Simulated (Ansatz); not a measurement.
# CH7BO (built from SMILES BO.C): a reaction path by the nudged elastic band

The runs use Ansatz 0.2.0, Gaussian basis; PBE0-D4/def2-SVP.

### 1 Starting geometry

The first end: 10 atoms, charge 0, spin multiplicity 1.

Atoms are counted from 1 here; the program's logs count them from 0.

Bond lengths: B1–O2 1.348 Å, B1–H3 1.202 Å, B1–H4 1.196 Å, O2–H7 0.961 Å, H5–C6 1.090 Å, C6–H8 1.090 Å, C6–H9 1.090 Å, C6–H10 1.090 Å. Angles: O2–B1–H3 120.7°, O2–B1–H4 116.8°, H3–B1–H4 122.5°, B1–O2–H7 113.4°, H5–C6–H8 109.7°, H5–C6–H9 109.5°, H5–C6–H10 109.5°, H8–C6–H9 109.4°, H8–C6–H10 109.5°, H9–C6–H10 109.3°.

Geometry (Å):

```
atom     x (Å)     y (Å)     z (Å)
  B1  -0.18616   0.32735  -1.66527
  O2  -1.51473   0.16091  -1.50670
  H3   0.52885  -0.61511  -1.87643
  H4   0.22978   1.44661  -1.59407
  H5  -0.49168   0.18058   1.49114
  C6   0.54664  -0.11333   1.64266
  H7  -1.79556  -0.75526  -1.57407
  H8   0.70145  -1.12391   1.26499
  H9   0.78044  -0.08561   2.70658
 H10   1.20088   0.57777   1.11128
```

The second end:

```
B     0.2901    0.1973   -0.5558
O    -1.4198   -0.0072   -0.4862
H     0.6141   -0.6942   -1.3143
H     0.3489    1.3022   -1.0420
H    -1.5995   -0.8961   -0.1576
C     0.7647    0.0435    0.9516
H    -1.7529    0.0342   -1.3898
H     0.5593   -0.9435    1.3854
H     0.3422    0.8004    1.6199
H     1.8530    0.1634    0.9889
```

### 2 The band at PBE0-D4/def2-SVP

neb/in.yaml

```yaml
crystal:
  periodic: [false, false, false]
  atoms:
    - {symbol: B, position_ang: [-0.186162, 0.327347, -1.665271]}
    - {symbol: O, position_ang: [-1.514727, 0.160907, -1.506701]}
    - {symbol: H, position_ang: [0.528846, -0.615114, -1.876426]}
    - {symbol: H, position_ang: [0.229781, 1.446606, -1.594074]}
    - {symbol: H, position_ang: [-0.491685, 0.180583, 1.491135]}
    - {symbol: C, position_ang: [0.546641, -0.113327, 1.642656]}
    - {symbol: H, position_ang: [-1.795560, -0.755264, -1.574071]}
    - {symbol: H, position_ang: [0.701448, -1.123906, 1.264993]}
    - {symbol: H, position_ang: [0.780443, -0.085607, 2.706580]}
    - {symbol: H, position_ang: [1.200876, 0.577774, 1.111280]}
basis:
  gaussian: {orbitals: def2-SVP}
hamiltonian: {xc: pbe0, dispersion: d4}
neb:
  images: 5
  climbing: true
  max_iterations: 40
  initial_path: idpp
  final_atoms:
    - {symbol: B, position_ang: [0.290122, 0.197342, -0.555758]}
    - {symbol: O, position_ang: [-1.419824, -0.007185, -0.486228]}
    - {symbol: H, position_ang: [0.614069, -0.694194, -1.314301]}
    - {symbol: H, position_ang: [0.348886, 1.302173, -1.042044]}
    - {symbol: H, position_ang: [-1.599533, -0.896106, -0.157553]}
    - {symbol: C, position_ang: [0.764651, 0.043480, 0.951642]}
    - {symbol: H, position_ang: [-1.752943, 0.034228, -1.389847]}
    - {symbol: H, position_ang: [0.559282, -0.943534, 1.385441]}
    - {symbol: H, position_ang: [0.342230, 0.800363, 1.619900]}
    - {symbol: H, position_ang: [1.852959, 0.163433, 0.988852]}
```

The run is started by

```bash
$ ansatz run in.yaml --threads 2 --pin off --events-out ev --progress --plain --max-ram 4352MiB
```

**Question.** How long does this run take on 2 threads of Arm Neoverse V1, shared host?

About 2.7 min.
